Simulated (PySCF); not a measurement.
Cartesian coordinates (Å):
```xyz
5

C      0.0000     0.0000     0.0000
H      0.0538    -0.7774     0.7616
H     -0.2725     0.9466     0.4658
H     -0.7515    -0.2694    -0.7416
H      0.9701     0.1002    -0.4858
```
Charge 0, spin multiplicity 1.

### Question
Predict the HOMO–LUMO gap, total energy and HOMO from TPSSh-D3(BJ)/def2-TZVP // PBE0-D3(BJ)/def2-TZVP (PySCF).

### Answer

The HOMO–LUMO gap is 11.68 eV and the total energy comes out as -1103.10 eV. The HOMO is -10.24 eV.
